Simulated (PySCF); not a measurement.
Computed with core-valence-separated Tamm–Dancoff BHandHLYP/aug-pcX-1 (pcseg-1 on H) in PySCF, non-relativistic, gas phase, PBE0-D3(BJ)/def2-SVP geometry. No empirical shift is added; at this level the pattern usually sits a few eV under experiment.

Main lines of an unknown, eV (oscillator strength): C K: 282.2 (0.105), 282.6 (0.101), 285.7 (0.017), 285.8 (0.025), 286.2 (0.053). Listed: the first five lines at most of each edge with a tenth or more of its strongest line's intensity; roots within 0.03 eV on the same or equivalent atoms are summed. Only the lowest roots were sought, and the top ones are left out.

Question: Which candidate gives them?
A. `C/C=C\C=C/C`
B. `C1=C[C@H]2C[C@H]2C1`
C. `C1C[C@@H]2C[C@@H]2C1`
D. `C=C1CCC1=C`

Answer: D. 

- `C=C1CCC1=C`: C K: 282.2 (0.105), 282.6 (0.101), 285.7 (0.017), 285.8 (0.025), 286.2 (0.053). First C line listed at 282.2 eV, hole on the terminal =CH2 carbon.
- `C1=C[C@H]2C[C@H]2C1`: C K: 282.7 (0.056), 282.8 (0.064), 285.7 (0.009), 285.7 (0.012), 285.7 (0.015). First C line listed at 282.7 eV, hole on the alkene CH carbon (1s→π*).
- `C1C[C@@H]2C[C@@H]2C1`: C K: 285.4 (0.013), 285.5 (0.029), 285.6 (0.010), 285.6 (0.033), 285.8 (0.020). First C line listed at 285.4 eV, hole on the ring CH2 carbon.
- `C/C=C\C=C/C`: C K: 282.6 (0.119), 282.9 (0.105), 285.5 (0.015), 285.8 (0.020), 285.8 (0.046). First C line listed at 282.6 eV, hole on the alkene CH carbon.

One conformer each; other structures than these candidates weren't tested.
